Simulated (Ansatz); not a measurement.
# BFO, SMILES O=BF: a composite energy at a relaxed geometry

Computed with Ansatz 0.2.0, Python API.

Typed at the interpreter:
```pycon
>>> import ansatz as az
>>> from ase import Atoms
>>> import numpy as np
>>> atoms = Atoms(["O", "B", "F"], positions=[
...     (0.97333, -0.55912, 0.47519),
...     (0.02479, -0.01497, 0.01202),
...     (-0.99812, 0.5741, -0.48721),
... ])
>>> geometry = az.Crystal.molecule_from_ase(atoms)
>>> setup = geometry.calculation()
>>> setup = setup.basis(gaussian="def2-SVP").functional("r2scan")
>>> symbols = [site.symbol for site in geometry.cartesian_sites]
>>> start = np.array([site.position_ang for site in geometry.cartesian_sites], dtype=float)
>>> rep = setup.relax(force_tolerance=0.01).run(threads=1).report
>>> end = np.array(rep["positions_ang"])
>>> print("final positions (A) and the move of each atom")
final positions (A) and the move of each atom
>>> for symbol, xyz, old in zip(symbols, end, start):
...     print(f"{symbol:2s} {xyz[0]:10.5f} {xyz[1]:10.5f} {xyz[2]:10.5f}   {np.linalg.norm(xyz - old):7.4f}")
...
O     0.98582   -0.56641    0.48128    0.0157
B     0.01982   -0.01190    0.00962    0.0063
F    -1.00565    0.57832   -0.49090    0.0094
>>> minimum = az.Crystal.molecule()
>>> for symbol, place in zip(symbols, end):
...     minimum = minimum.atom(symbol, place.tolist())
...
>>> at_minimum = minimum.calculation()
>>> level = lambda method, basis: at_minimum.basis(gaussian=basis).correlation(method).run(threads=1).report
>>> small, large, cluster = level("mp2", "cc-pVDZ"), level("mp2", "cc-pVTZ"), level("ccsd_t", "cc-pVDZ")
>>> corr = lambda each: (each["free_energy_ev"] - each["reference_energy_ev"]) / 27.211386246
>>> mp2_limit = (27 * corr(large) - 8 * corr(small)) / 19
>>> pieces = {"HF / cc-pVTZ": large["reference_energy_ev"] / 27.211386246, "MP2 correlation, DZ-TZ limit": mp2_limit, "CCSD(T) - MP2 / cc-pVDZ": corr(cluster) - corr(small)}
>>> for name, value in pieces.items():
...     print(f"{name:32s} {value:14.6f} Ha")
...
HF / cc-pVTZ                        -199.155183 Ha
MP2 correlation, DZ-TZ limit          -0.623212 Ha
CCSD(T) - MP2 / cc-pVDZ               -0.013404 Ha
>>> print(f"{'sum':32s} {sum(pieces.values()):14.6f} Ha")
sum                                 -199.791799 Ha
>>> print("T1 diagnostic", round(cluster["correlation"]["coupled_cluster"]["t1_diagnostic"], 4))
T1 diagnostic 0.0174
```

Total energies depend on the basis set; only differences at equal settings carry meaning. The sum leaves out core correlation, relativity, the Hartree-Fock basis error and zero-point energy; a DZ-TZ extrapolation is rough. Inner cores stay frozen, so this is valence correlation. Run time: 4.3 s on 1 thread of Intel(R) Xeon(R) Platinum 8375C CPU @ 2.90GHz (Ice Lake) (shared host), peak memory 0.21 GiB.
